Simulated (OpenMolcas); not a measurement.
## CH5NSi (SMILES C[Si]N): the vertical ionisation energy from total energies

CH5NSi has 8 atoms, charge 0, and is taken as a singlet. SMILES: `C[Si]N`. Geometry: relaxed at PBE0-D4/def2-TZVP. This is one conformer, not always the lowest.

Both states at this one shape; open shells run unrestricted unless said. 1 Eh = 27.2114 eV.

| level | program | singlet CH5NSi (Eh) | doublet CH5NSi+ (Eh) | HOMO of the first (eV) |
| --- | --- | --- | --- | --- |
| BLYP/def2-SVPD | OpenMolcas | -385.154370 | -384.857068 | -4.91 |
| revPBE/def2-SVPD | OpenMolcas | -385.112763 | -384.815661 | -4.98 |
| BHLYP/def2-SVPD | OpenMolcas | -385.140113 | -384.838278 | -7.01 |

Q: Work out the vertical ionisation energy at each level.

A: 
1. BLYP/def2-SVPD: -384.857068 − (-385.154370) = 0.297302 Eh = 8.09 eV; −ε(HOMO) = 4.91 eV.
2. revPBE/def2-SVPD: -384.815661 − (-385.112763) = 0.297102 Eh = 8.08 eV; −ε(HOMO) = 4.98 eV.
3. BHLYP/def2-SVPD: -384.838278 − (-385.140113) = 0.301835 Eh = 8.21 eV; −ε(HOMO) = 7.01 eV.

No measured value is set beside it here; the levels span 8.08 to 8.21 eV. In semi-local functionals −ε(HOMO) lies far under the ionisation energy, a result of self-interaction, while the difference of totals does much better.
